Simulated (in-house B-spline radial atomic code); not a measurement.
The numbers below are computed, except where a source is named.
**B ion on C atom: potential, deflection and energy transfer**

The pair potential comes from two frozen, spherical free-atom densities (PBE, B-spline radial code, scalar-relativistic past argon): electrostatics plus the change in Thomas-Fermi kinetic and Dirac exchange energy where they overlap, the recipe behind the universal ZBL potential, which averages such potentials (from solid-state densities) over many pairs. It is written V = (Z1 Z2 e²/r) φ(r/a), with e² = 14.3996 eV·Å and a = 0.46850 Å/(Z1^0.23 + Z2^0.23); ZBL's fit is φ = 0.18175 e^(−3.1998x) + 0.50986 e^(−0.94229x) + 0.28022 e^(−0.4029x) + 0.02817 e^(−0.20162x). Where φ falls below 4e-4 it is continued as an exponential.

Masses 10.81 and 12.01 u.

| x = r/a | φ, this pair | φ, ZBL |
| --- | --- | --- |
| 0.1 | 0.918 | 0.8928 |
| 0.5 | 0.6622 | 0.6096 |
| 1.5 | 0.3535 | 0.2995 |
| 3 | 0.1716 | 0.1292 |
| 5 | 0.06994 | 0.05224 |
| 8 | 0.01747 | 0.01705 |
| 12 | 0.003879 | 0.00474 |

Problem. At x = 5 the electrostatic, kinetic and exchange parts are 2.35, 46.32 and -10.52 eV. Find r, V and φ.

Solution. a = 0.46850/(1.4480 + 1.5100) = 0.15839 Å, so r = 0.79193 Å. V = 2.35 + 46.32 + (-10.52) = 38.15 eV. The bare repulsion is 5 × 6 × 14.3996/0.79193 = 545.49 eV, so φ = 0.0699, +33.9 % against ZBL's 0.0522. The kinetic (Pauli) term is 121 % of V here, as the other two terms together attract.

Problem. The ion comes in at 5.182 keV with impact parameter 0.3168 Å. The scattering integral gives a centre-of-mass angle of 11.5° and a closest approach of 2.131 a. What are the reduced energy, the energy passed on and the laboratory angles?

Solution. ε = E a M2/(Z1 Z2 e² (M1 + M2)) = 5182 × 1.9296e-04 = 1. The most that one collision can pass on is γE with γ = 4 M1 M2/(M1 + M2)² = 0.9972. Here T = γE sin²(θ/2) = 0.9972 × 5182 × 0.01003 = 51.85 eV. The ion turns by arctan(sin θ/(cos θ + M1/M2)) = 6.1°, and the struck atom leaves at (180° − θ)/2 = 84.3°. The closest approach is 0.338 Å. With ZBL the angle would be 9.88° and T = 38.31 eV.
